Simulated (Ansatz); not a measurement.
Born–Oppenheimer molecular dynamics of CH₆BN (9 atoms, charge 0, multiplicity 1). It starts from a relaxed structure.

Theory: Ansatz 0.2.0, RKS BHLYP/6-31G*.

| Item | Value |
| --- | --- |
| ensemble | NVE (velocity Verlet) |
| time step | 0.5 fs |
| steps asked | 250 |
| starting velocities drawn for | 300 K |
| seed | 791520 |

First frame:

```xyz
9
Properties=species:S:1:pos:R:3
B 0.038 -0.155 -0.076
H 0.064 -0.477 1.074
N 1.261 -0.023 -0.725
H 2.140 -0.183 -0.274
H 1.347 0.241 -1.688
C -1.330 0.104 -0.810
H -1.962 -0.784 -0.761
H -1.888 0.893 -0.305
H -1.230 0.384 -1.857
```

**Question.** How far do the bonds stretch over the last three quarters of this one trajectory? (Pairs bonded in most of those frames.)

**Answer.** 
```json
{"bond": "B1–H2", "mean (Å)": "1.196", "spread (Å)": "0.011", "shortest": "1.18", "longest": "1.21"}
{"bond": "B1–N3", "mean (Å)": "1.393", "spread (Å)": "0.017", "shortest": "1.36", "longest": "1.43"}
{"bond": "B1–C6", "mean (Å)": "1.578", "spread (Å)": "0.018", "shortest": "1.54", "longest": "1.62"}
{"bond": "N3–H4", "mean (Å)": "1.002", "spread (Å)": "0.011", "shortest": "0.98", "longest": "1.02"}
{"bond": "N3–H5", "mean (Å)": "1.003", "spread (Å)": "0.010", "shortest": "0.98", "longest": "1.02"}
{"bond": "C6–H7", "mean (Å)": "1.095", "spread (Å)": "0.016", "shortest": "1.07", "longest": "1.12"}
{"bond": "C6–H8", "mean (Å)": "1.089", "spread (Å)": "0.017", "shortest": "1.06", "longest": "1.12"}
{"bond": "C6–H9", "mean (Å)": "1.091", "spread (Å)": "0.018", "shortest": "1.06", "longest": "1.12"}
```

Mean temperature of the second half: 142 K. The conserved energy stayed within 0.16 meV per atom of its start (net change 0.098 meV per atom), so the integration is sound. Over the second half the temperature averaged 0.47 of the 300 K drawn at the start: a run that starts near a minimum puts about half its kinetic energy into the potential. A run of 0.12 ps of so small a system gives no equilibrium averages.

Run time: 6.6 min on 1 thread of Arm Neoverse V1 (shared host), peak memory 0.1 GiB.
